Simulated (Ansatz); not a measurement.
System: rock-salt TiC. Method: r²SCAN (Ansatz, a quantum-chemistry and plane-wave program, plane waves, PAW).

Numerical settings: plane-wave cutoff 500 eV, 14×14×1 k mesh (along the axes of the cell as run), Fermi–Dirac smearing 0.05 eV, scalar-relativistic PAW data made under PBE.

### Question
Predict the surface energy of the (100) face and work function of the (100) face.

### Answer

* **surface energy of the (100) face**: 1.79 J/m²
* **work function of the (100) face**: 4.60 eV

The slab of 12 atoms is relaxed and unreconstructed.

Computed values are for the static lattice.
